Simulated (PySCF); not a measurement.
nitrous oxide (N2O), SMILES [O-][N+]#N.

The structure is a stationary point at PBE0-D3(BJ)/def2-TZVP.

Two levels are set side by side: TDA-PBE/def2-TZVPD (PySCF) and TDA-ωB97X/def2-TZVPD (PySCF). Vertical, same geometry. The lowest singlet is HOMO→LUMO 50 %, HOMO−1→LUMO+1 50 % with PBE and HOMO→LUMO 47 %, HOMO−1→LUMO+1 47 % with the other functional; states are paired by order. Differences are taken from unrounded values.

```
quantity                               TDA-ωB97X  TDA-PBE  TDA-PBE minus TDA-ωB97X
-------------------------------------  ---------  -------  -----------------------
lowest singlet excitation (eV)              6.78     7.01                     0.22
lowest triplet excitation (TDA) (eV)        5.71     5.88                     0.16
first bright state (f over 0.05) (eV)      10.46     9.69                    -0.76
its oscillator strength                     0.42     0.25                    -0.17
```

Rough cost on one machine, each run with all the roots and properties that it gave: TDA-ωB97X against TDA-PBE about 2 times.
